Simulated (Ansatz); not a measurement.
# BOSi: how the atomization moves with the basis

BOSi, doublet; coordinates (Å): B 0.000 0.000 -1.421; O 0.000 0.000 -0.129; Si 0.000 0.000 1.551. Quantity: atomization.

Ansatz 0.2.0, basis cc-pVDZ or cc-pVTZ; geometries are PBE0/def2-TZVP minima. Wave-function levels freeze the cores; HF, MP2 and coupled cluster are restricted for singlets and unrestricted otherwise, atoms included, Kohn–Sham unrestricted where that lies lower. The reference is CCSDT(Q) (coupled cluster only where its series has nearly closed). Semilocal and hybrid functionals correlate all electrons outside any core potential and usually lie nearer their basis limit than the reference, so part of their error here is the reference's basis and frozen-core error; RPA and the MP2 part of double hybrids freeze the same cores as the reference. None of these values is a measured one. Energies are electronic, without zero-point terms. No spin–orbit coupling and no scalar relativity. The species are chosen: bound, without strong static correlation by their natural occupations or amplitudes, in their lowest spin state as far as vertical gaps and like structures tell, and with a ladder that closes on the reference, so errors are smaller than for species at large; levels whose determinant breaks symmetry or spin markedly are left out.

```json
{"level": "reference", "cc-pVDZ (kcal/mol)": "227.5 (CCSDT(Q))", "cc-pVTZ (kcal/mol)": "250.2 (CCSDT(Q))"}
{"level": "HF", "cc-pVDZ (kcal/mol)": "168.7", "cc-pVTZ (kcal/mol)": "182.8"}
{"level": "CCSD", "cc-pVDZ (kcal/mol)": "222.2", "cc-pVTZ (kcal/mol)": "243.6"}
{"level": "CCSD(T)", "cc-pVDZ (kcal/mol)": "226.9", "cc-pVTZ (kcal/mol)": "250.1"}
{"level": "PBE", "cc-pVDZ (kcal/mol)": "260.7", "cc-pVTZ (kcal/mol)": "269.1"}
{"level": "r2SCAN", "cc-pVDZ (kcal/mol)": "250.9", "cc-pVTZ (kcal/mol)": "261.1"}
{"level": "B3LYP", "cc-pVDZ (kcal/mol)": "249.9", "cc-pVTZ (kcal/mol)": "259.5"}
{"level": "wB97M-V", "cc-pVDZ (kcal/mol)": "257.9", "cc-pVTZ (kcal/mol)": "266.2"}
```

From cc-pVDZ to cc-pVTZ the reference moves by 22.7 kcal/mol and PBE by 8.4; the step from CCSD(T) to the reference is 0.6 in the first and 0.1 in the last.
